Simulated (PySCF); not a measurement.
These compounds are isomers of formula C₄H₇F.

A. SMILES C(/C)=C(/C)F
B. `C[C@@H]1C[C@H]1F`
C. SMILES C/C=C\CF

Spectrum 1. $^{1}$H NMR (400 MHz, computed): δ 5.93 (m, 1H), 5.72 (m, 1H), 5.02 (m, 2H), 1.74 (m, 3H). $^{13}$C{$^{1}$H} NMR (computed): δ 135.4 (CH, d, J = 19.7 Hz), 135.2 (CH, d, J = 9.8 Hz), 78.8 (CH2, d, J = 229.0 Hz), 15.7 (CH3).

Spectrum 2. $^{1}$H NMR (400 MHz, computed): δ 5.08 (dqq, J = 21.1, 8.5, 1.5 Hz, 1H), 1.83 (d of quint, J = 16.6, 1.6 Hz, 3H), 1.64 (ddq, J = 8.5, 3.3, 1.7 Hz, 3H). $^{13}$C{$^{1}$H} NMR (computed): δ 164.8 (C, d, J = 315.4 Hz), 106.3 (CH, d, J = 26.5 Hz), 14.4 (CH3, d, J = 30.1 Hz), 13.8 (CH3, d, J = 6.4 Hz).

Spectrum 3. $^{1}$H NMR (400 MHz, computed): δ 3.83 (ddt, J = 69.8, 7.0, 2.4 Hz, 1H), 0.98 (m, 3H), 0.92 (m, 1H), 0.91 (m, 1H), 0.20 (m, 1H). $^{13}$C{$^{1}$H} NMR (computed): δ 74.4 (CH, d, J = 290.8 Hz), 17.3 (CH3), 14.0 (CH2, d, J = 8.9 Hz), 13.7 (CH, d, J = 7.7 Hz).

Relativity neglected, rapidly exchanging positions averaged, no solvent model, one conformer. Shielding tensors at PBE0/pcSseg-1 (GIAO); spin–spin couplings from B3LYP/pcJ-1 (spin–dipole term left out of most H,H and C,H couplings); geometry from PBE0-D3(BJ)/def2-SVP; PySCF 2.14.

Chemical shifts δ = σref − σ; $^{1}$H (σref 31.27) and $^{13}$C (σref 184.41) against TMS, all at this level. Multiplet labels drop J under 1 Hz and among equivalent protons, and merge close values. Unscaled 3J(H,H) run several per cent high. Vicinal couplings that depend on rotamer populations or ring flexing (ring, CH–CH, X–H and H–F types) are those of the one conformer. One-bond C–F couplings are unscaled and too large by tens of Hz. Shifts are as computed. Against solution values, carbons near 30 ppm lie about +2 ppm off and those near 130 ppm about +5 ppm. Of 1211 compounds with measured shifts, 218 miss one by over three times the rms of a fit or turn the order of signals round; such compounds aren't used in these exercises.

Q: Match each spectrum to its structure.

A: 1–C, 2–A, 3–B.

- Spectrum 1 (C): 4 $^{13}$C signals; δC 135.4 is an alkene CH; δC 135.2 is an alkene CH.
- Spectrum 2 (A): 4 $^{13}$C signals; δC 164.8 is a fully substituted alkene carbon; δC 106.3 is an alkene CH.
- Spectrum 3 (B): 4 $^{13}$C signals; δC 74.4 is a three-membered-ring carbon; δC 17.3 is a methyl carbon.
